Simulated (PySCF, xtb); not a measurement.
C2H2P−: which of two isomers lies lower

We compare I, `C=C=[P-]`, a singlet, with II, `C#C[PH-]`, a singlet. Both are isolated ions in the gas phase, relaxed with PBE0-D4/def2-SVPD.

Quicker runs give these differences E(II) − E(I): GFN2-xTB +8.7 kcal/mol; HF/STO-3G −6.0 kcal/mol (at GFN2-xTB geometries); r2SCAN-D4/def2-SVPD +14.0 kcal/mol (at GFN2-xTB geometries).

Task: Which of the two would you expect CCSD(T)/def2-SVPD + ΔMP2/def2-TZVPPD electronic energies to favour?

Result: Structure I; the calculation gives E(II) − E(I) = +9.8 kcal/mol.

How the difference moves with the method:

| level | geometry | E(II) − E(I) (kcal/mol) | departure from the last row (kcal/mol) | job, with rough time for the two |
| --- | --- | --- | --- | --- |
| GFN2-xTB | GFN2-xTB | +8.7 | −1.0 | optimisation, 0.23 s |
| HF/STO-3G | GFN2-xTB | −6.0 | −15.7 | single point, 2.3 s |
| r2SCAN-D4/def2-SVPD | GFN2-xTB | +14.0 | +4.3 | single point, 12 s |
| PBE0-D4/def2-SVPD | PBE0-D4/def2-SVPD | +11.5 | +1.7 | optimisation, 2.5 min |
| HF/def2-SVPD | PBE0-D4/def2-SVPD | +6.2 | −3.5 | part of the CCSD(T) run |
| MP2/def2-SVPD | PBE0-D4/def2-SVPD | +11.4 | +1.7 | part of the CCSD(T) run |
| CCSD(T)/def2-SVPD | PBE0-D4/def2-SVPD | +10.5 | +0.8 | single point |
| CCSD(T)/def2-SVPD + ΔMP2/def2-TZVPPD | PBE0-D4/def2-SVPD | +9.8 |  | single point, 35 s |

As drawn, II has 1 C≡C, 1 C–P, 1 P–H in place of 1 C=C, 1 C=P, 1 C–H.

HF/STO-3G puts the two in the other order. The largest departure from CCSD(T)/def2-SVPD + ΔMP2/def2-TZVPPD is that of HF/STO-3G, 15.7 kcal/mol. No reliable frequencies are at hand for I or II, so they aren't confirmed as minima. The last row adds to CCSD(T) the change of the MP2 difference between the two basis sets, here −0.8 kcal/mol.

The correlated steps freeze 7 core orbitals. Codes used: PySCF 2.14.0, xtb 6.7.1; the last row on 2 threads of AMD EPYC 7R43 64-Core Processor (Zen 3) on a shared host.
